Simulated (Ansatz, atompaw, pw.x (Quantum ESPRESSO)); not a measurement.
# What a changed setting does to a pw.x run (fcc Al)

Potential: PAW, atompaw 4.2.0.5, PBEsol; core [Ne], reference 3s2 3p1; waves: 3s (bound): rc 3.00 bohr; 3s channel at 1.4 Ry: rc 2.20 bohr; 3p (bound): rc 3.00 bohr; 3p channel at 3.4 Ry: rc 3.00 bohr; 3d channel at -0.15 Ry: rc 3.00 bohr; local part: vpsmatchnc scheme with l = 3 at 0 Ry, radius 2.55 bohr; core correction: smooth core density matched at 2.30 bohr; augmentation: besselshape compensation charge, radius 2.95 bohr; PAW radius 3.00 bohr; waves and projectors: custom polynom vanderbiltortho.

The reference run (k-mesh 14³, cutoffs 40/400 Ry, Fermi–Dirac 0.01 Ry, mixing_beta 0.4, conv_thr 1e-9, no spin) gives 0.65 GPa at 16.207 Å³/atom, where all-electron LAPW gives -0.16 GPa. This run, with its own iteration cap, changes occupations to fixed, a wrong or extreme entry chosen on purpose.

```
&control
  calculation='scf', prefix='x', pseudo_dir='./', outdir='./tmp', tstress=.true., disk_io='none'
/
&system
  ibrav=0, nat=1, ntyp=1, ecutwfc=40, ecutrho=400, nbnd=8,
  occupations='fixed'
/
&electrons
  conv_thr=1e-09, mixing_beta=0.4, electron_maxstep=70
/
ATOMIC_SPECIES
Al 1.0 Al.UPF
CELL_PARAMETERS angstrom
  0.00000000 2.00858807 2.00858807
  2.00858807 0.00000000 2.00858807
  2.00858807 2.00858807 0.00000000
ATOMIC_POSITIONS crystal
Al 0.0000 0.0000 0.0000
K_POINTS automatic
14 14 14 0 0 0
```

```bash
pw.x < Al.scf.in > Al.scf.out
```

Q: How does the run end?

A: It stops with "electrons: charge is wrong: smearing is needed".

```
Message from routine setup:
     the system is metallic, specify occupations
     Message from routine setup:
     using ibrav=0 with symmetry is DISCOURAGED, use correct ibrav instead
     lattice parameter (alat)  =       5.3679  a.u.
     unit-cell volume          =     109.3703 (a.u.)^3
     number of electrons       =         3.00
     number of Kohn-Sham states=            8
     kinetic-energy cutoff     =      40.0000  Ry
     charge density cutoff     =     400.0000  Ry
     scf convergence threshold =      1.0E-09
     Exchange-correlation= SLA PW PSX PSC
     number of k points=   104
     iteration #  1     ecut=    40.00 Ry     beta= 0.40
     Error in routine electrons (1):
     charge is wrong: smearing is needed
```

The run took about 5.2 s on one core of a shared server CPU.
